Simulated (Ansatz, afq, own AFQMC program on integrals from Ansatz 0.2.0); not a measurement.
AFQMC on a folder of integrals that Ansatz 0.2.0 wrote.

```yaml
crystal:
  periodic: [false, false, false]
  atoms:
    - {symbol: Se, position_ang: [0.000000, 0.000000, 0.000000]}
basis:
  gaussian: {orbitals: cc-pVQZ}
magnetization: {spin_polarized: true, initial_magnetization: 2}
correlation: {method: ccsd_t, electrons: outside_noble_gas, hamiltonian_folder: ham}
```

```sh
$ ansatz run in.yaml --threads 1 --pin off --events-out ev --progress --plain --max-ram 15360MiB --backend cuda --devices 0, --max-vram 18GiB
```

Options of the walk:

```
--method phaseless --trial hf --walkers 4000 --populations 20 --least-time 40 --time-step 0.005 --steps-per-block 20 --equilibration-blocks 112 --max-blocks 4000 --target-error 0.00045 --factor-cut 1e-05 --start spin_pure --seed 8892 --taylor-order 6
```

Times are imaginary, in 1/Eh. The walk had a cap of 68 s. With eight or more populations the least sampling time is a fifth of least-time, and the error comes from their spread. Filled inner d shells are frozen with the cores.

afq prints:

```
orbitals 54  electrons 4 2  factors 392 of 431
reference energy -2399.87499805 Eh
CCSD correlation -0.12749688 Eh in 9 cycles, weight of the determinant in the CISD state 0.9365
energy of the start -2399.875105 Eh
 block  time / (1/Eh)  mean weight  energy / Eh
     1     0.100  1.0005  -2399.902924
     2     0.200  1.0006  -2399.922942
     3     0.300  1.0006  -2399.937686
     4     0.400  1.0009  -2399.950189
     5     0.500  1.0009  -2399.959824
     8     0.800  1.0005  -2399.977979
    11     1.100  1.0004  -2399.990011
    26     2.600  0.9998  -2400.006790
    41     4.100  1.0000  -2400.006408
    56     5.600  0.9999  -2400.004841
    71     7.100  0.9998  -2400.006608
    86     8.600  1.0000  -2400.004029
   101    10.100  1.0001  -2400.008901
   116    11.600  1.0000  -2400.006307
   131    13.100  0.9997  -2400.006617
   146    14.600  1.0000  -2400.003375
   161    16.100  1.0001  -2400.003064
   176    17.600  0.9999  -2400.006462
   186    18.600  1.0001  -2400.002366
   191    19.100  0.9999  -2400.005899
   206    20.600  1.0000  -2400.005575
   211    21.100  0.9999  -2400.007803
error from the spread of 20 populations
energy -2400.005676 +/- 0.000416 Eh
(rows thinned)
```

The run passed its tests (sampling time, drift between the halves within three errors, error under three times the target), which doesn't prove that it has relaxed.

Against this walk (error 11.3 meV) on the same determinant: CCSD(T) 36.1 meV lower, CCSDT(Q) 57.2 meV lower, a separate phaseless walk with a CISD trial and standard settings 51.2 ± 11.4 meV lower. The error is statistical and leaves out the bias of the constraint. CCSDT(Q) is the surest value here, so the walk's 57 meV above it is most likely the bias of the constraint with this trial, which can have either sign.

Cautions: constraint bias not in the error; no relativity below Rb; no spin-orbit coupling; inner d shell frozen.

The walk took 32 s on 1 × NVIDIA H100 80GB HBM3 with 2 threads of AMD EPYC 7R13 Processor (Zen 3) (shared host) (the card was shared). The log's last line is the phaseless energy.

CCSDT and higher add their correlation energy to the determinant of the CCSD(T) run, since their own runs factorise the integrals more tightly (a shift of under 2 meV). A walk keeps the symmetry of its determinant, which the program's search chose and which needn't be the lowest solution, so a lower state of the same spin and another symmetry isn't excluded.
